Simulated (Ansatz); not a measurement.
Working through the interaction energy of a dimer with the counterpoise correction of HNO, SMILES N=O

Computed with the Ansatz DFT code, driven from Python.

Notebook, run cell by cell (the value of a cell's last expression is shown):

**Cell 1**
```python
import ansatz as az
import numpy as np
```

**Cell 2**
```python
BASIS = 'def2-SVPD'
METHOD = 'MP2'
```

**Cell 3**
```python
FIRST = [
    ('N', (-0.0708, 0.3665, 0.0)),
    ('O', (0.9982, -0.162, 0.0)),
    ('H', (-0.9274, -0.2045, 0.0)),
]
SECOND = [
    ('N', (-2.1376, 0.2957, 2.0016)),
    ('O', (-2.59, -0.5766, 2.6773)),
    ('H', (-2.0614, 1.2511, 2.3775)),
]
```

**Cell 4**
```python
def energy(atoms, ghosts=()):
    molecule = az.Crystal.molecule()
    for symbol, xyz in atoms:
        molecule = molecule.atom(symbol, xyz)
    calc = (
        molecule.calculation()
        .basis(gaussian=BASIS)
        .correlation(METHOD)
    )
    deck = calc.input()
    if ghosts:
        deck = deck.set(az.key.basis.gaussian.ghost_atoms, [{'symbol': s, 'position_ang': list(xyz)} for s, xyz in ghosts])
    return az.Session.from_dict(deck).plan().execute().report['free_energy_ev']
```

**Cell 5**
```python
# ghost atoms carry the functions of the partner
direction = np.array([-0.6899, 0.0986, 0.7171])
print('shift (A)   counterpoise-corrected interaction (kcal/mol)')
for shift in (-0.3, 0.0, 0.4, 1.0, 2.0):
    moved = [(s, tuple(np.round(np.array(xyz) + shift * direction, 4))) for s, xyz in SECOND]
    gain = energy(FIRST + moved) - energy(FIRST, moved) - energy(moved, FIRST)
    print(f'{shift:8.2f} {23.060548 * gain:14.3f}')
```
Output:
```text
shift (A)   counterpoise-corrected interaction (kcal/mol)
   -0.30          0.244
    0.00         -2.272
    0.40         -2.416
    1.00         -1.533
    2.00         -0.653
```

The dimer is a generated trial pose of unrelaxed monomers, not a minimum, so the figure is no binding energy, and the basis set is small. Timing: 13 s on 1 thread of Arm Neoverse V2, with other jobs on the host, peak memory 0.25 GiB.

(Lines on the test bed's own set-up are left out of the output.)
